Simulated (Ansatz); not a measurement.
```yaml
crystal:
  periodic: [false, false, false]
  atoms:
    - {symbol: P, position_ang: [-1.283477, -0.693369, -0.008706]}
    - {symbol: Ge, position_ang: [0.270895, 0.890339, 0.008887]}
    - {symbol: Si, position_ang: [0.807738, -1.527417, -0.013127]}
    - {symbol: H, position_ang: [-2.588880, -0.297357, -0.007128]}
basis:
  gaussian: {orbitals: def2-TZVP}
hamiltonian: {xc: pbe0}
relax: {f_tol: 0.004, max_steps: 80}
```

```sh
$ ansatz run in.yaml --threads 1 --pin off --events-out ev --progress --plain --max-ram 2176MiB
```

Steps of the relaxation (energy above the last step; positions in Å, forces in eV/Å):

```
4
step 1, 347.1 meV
P    -1.283   -0.693   -0.009    2.096   -0.295    0.001
Ge    0.271    0.890    0.009    0.163    0.293    0.003
Si    0.808   -1.527   -0.013   -0.987    0.037   -0.001
H    -2.589   -0.297   -0.007   -1.271   -0.035   -0.002
```

```
4
step 2, 146.5 meV
P    -1.245   -0.611   -0.008    0.931    0.393    0.005
Ge    0.356    0.938    0.009   -0.119    0.042    0.000
Si    0.737   -1.545   -0.013   -0.634   -0.089   -0.002
H    -2.642   -0.409   -0.008   -0.178   -0.345   -0.004
```

```
4
step 3, 46.0 meV
P    -1.187   -0.445   -0.006   -1.200   -0.164   -0.004
Ge    0.459    1.017    0.010    0.103   -0.156   -0.001
Si    0.602   -1.596   -0.014   -0.017    0.221    0.002
H    -2.667   -0.604   -0.010    1.114    0.099    0.003
```

```
4
step 4, 1.2 meV
P    -1.222   -0.439   -0.006    0.188    0.031    0.001
Ge    0.470    0.989    0.010   -0.067    0.044    0.000
Si    0.587   -1.565   -0.014   -0.051   -0.064   -0.001
H    -2.629   -0.613   -0.010   -0.070   -0.011    0.000
```

```
4
step 5, 0.4 meV
P    -1.213   -0.436   -0.006   -0.095   -0.037   -0.001
Ge    0.462    0.995    0.010    0.069    0.060    0.001
Si    0.580   -1.573   -0.014    0.054   -0.028    0.000
H    -2.622   -0.613   -0.010   -0.027    0.005    0.000
```

```
4
step 7, 0.0 meV
P    -1.216   -0.439   -0.006    0.000    0.001    0.000
Ge    0.464    0.996    0.010   -0.001   -0.001    0.000
Si    0.584   -1.573   -0.014    0.001    0.000    0.000
H    -2.626   -0.612   -0.010    0.000    0.000    0.000
```

Close pairs at the end: P1–H4 1.421 Å, P1–Si3 2.127 Å, P1–Ge2 2.210 Å, Ge2–Si3 2.572 Å.

A stationary point of restricted PBE0 after 7 steps (its stability towards spin polarisation wasn't tested); no frequencies were run, so it isn't proven a minimum. 41 s on 1 thread of Arm Neoverse V1, shared host.
